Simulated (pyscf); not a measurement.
Structures and frequencies: ωB97X-D3(BJ)/def2-SVP in PySCF.

Q: For water (H₂O) + H₃C–B(OH)–OH → boric acid (HO–B(OH)–OH) + methane (CH₄), a four-centre exchange (singlet surface; H–O, B–C broken, B–O, C–H formed), PBE/def2-TZVP gives ΔE‡ = 1.37 eV and ΔE = -1.29 eV (zero: the separated reactants). In which direction and how far do PBE0-D3(BJ)/def2-TZVP, M06-2X/def2-TZVP, ωB97M-D3(BJ)/def2-TZVP move these?

A: PBE0-D3(BJ): ΔE‡ = 1.43 eV, ΔE = -1.31 eV; M06-2X: ΔE‡ = 1.48 eV, ΔE = -1.43 eV; ωB97M-D3(BJ): ΔE‡ = 1.56 eV, ΔE = -1.33 eV. PBE's barrier lies under all of them, by 0.07 to 0.20 eV. Its reaction energy lies over all of them, by 0.02 to 0.14 eV. On the reactant side the descent ends in a complex, 0.18 eV under the separated species and 1.78 eV under the saddle at ωB97X-D3(BJ)/def2-TZVP. The reactants may also form a dative adduct at H₃C–B(OH)–OH; it and routes through it were not searched. One saddle was located; it need not be the lowest between these sides.
